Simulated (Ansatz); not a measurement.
One change: `C[SiH2]C` becomes `C[SiH2]P`.

Ansatz, PBE0-D4/def2-TZVP geometries, multiplicity 1. Each molecule was computed in one conformer, which needn't be the lowest.

| property | `C[SiH2]C` |
| --- | --- |
| HOMO–LUMO gap (PBE0/def2-TZVPP) / eV | 9.89 |
| HOMO–LUMO gap (ωB97M-V/def2-TZVPP) / eV | 13.57 |
| LUMO energy (ωB97M-V/def2-TZVPP) / eV | 2.50 |
| HOMO–LUMO gap (B3LYP/def2-TZVPP) / eV | 9.36 |
| LUMO energy (B3LYP/def2-TZVPP) / eV | 0.77 |
| HOMO energy (PBE0/def2-TZVPP) / eV | -8.82 |

Problem. Give the same properties after the change, and the shifts. (Best estimate.)

Solution. The calculation gave: 
```
                               property  `C[SiH2]P`  shift
   HOMO–LUMO gap (PBE0/def2-TZVPP) / eV        7.74  -2.15
HOMO–LUMO gap (ωB97M-V/def2-TZVPP) / eV       11.52  -2.05
  LUMO energy (ωB97M-V/def2-TZVPP) / eV        2.01  -0.49
  HOMO–LUMO gap (B3LYP/def2-TZVPP) / eV        7.30  -2.06
    LUMO energy (B3LYP/def2-TZVPP) / eV        0.11  -0.66
     HOMO energy (PBE0/def2-TZVPP) / eV       -7.40   1.42
```

With PBE0 the HOMO rises by 1.42 eV and the LUMO falls by 0.73 eV, so the gap narrows by about 2.15 eV. PBE moves the HOMO by 1.20 eV and ωB97M-V by 1.58 eV. The zero-point energy changes by -49.2 kJ/mol with -3 modes.

B3LYP here is the variant with VWN-RPA as its local correlation; programs differ in this.
